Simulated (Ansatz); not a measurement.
## Relaxing ZnBiH3

The calculation used Ansatz, DFT PBE, scalar-relativistic, plane waves, PAW. Cutoff 420 eV, Γ-centred k mesh, Gaussian smearing, no spin polarisation in the final step.

ZnBiH3 was placed on the cubic perovskite structure type (Pm-3m, No. 221), with Zn in place of Sr, Bi in place of Ti, H in place of O, at a guessed volume.

```
Zn Bi H
1.0
     3.90966    0.00000    0.00000
     0.00000    3.90966    0.00000
     0.00000    0.00000    3.90966
Zn Bi H
1 1 3
Direct
  0.00000 0.00000 0.00000
  0.50000 0.50000 0.50000
  0.00000 0.50000 0.50000
  0.50000 0.00000 0.50000
  0.50000 0.50000 0.00000
```

Cell and atoms relax at zero pressure; the relaxation can't lower the symmetry of the start. After a coarse first stage the cell is made exact in the group found at 0.06 Å.

Formation energies are uncorrected and refer to the elements' standard structures at the same level (H₂ as a molecule).

**Question.** Which crystal results?

**Answer.** It keeps Pm-3m (No. 221). The result still has the cubic perovskite structure. Conventional cell: a = 4.279 Å. Zn is coordinated by 12 H at 3.03 Å; Bi has 6 H at 2.14 Å; H has 2 Bi at 2.14 Å.

```xyz
5
Lattice="4.2790 0.0000 0.0000 0.0000 4.2790 0.0000 0.0000 0.0000 4.2790" Properties=species:S:1:pos:R:3 pbc="T T T"
Zn    0.0000    0.0000    0.0000
Bi    2.1395    2.1395    2.1395
H     0.0000    2.1395    2.1395
H     2.1395    0.0000    2.1395
H     2.1395    2.1395    0.0000
```

**Question.** What are its volume, energy, density and gap?

**Answer.** The volume per atom is 15.67 Å³. The density is 5.88 g/cm³ and the energy over the elements is 0.62 eV/atom. The gap on the 10×10×10 mesh is 0 eV (a metal).

The final run used a 10×10×10 mesh on its 5-atom cell and 0.10 eV smearing. For metals, differences of a few meV/atom aren't resolved. Spin–orbit coupling is left out. Symmetry constrained the relaxation, so the result can be a saddle point.

Cost: 3 runs of about 0.46 core-minutes in all, on Arm Neoverse V1 (shared hosts).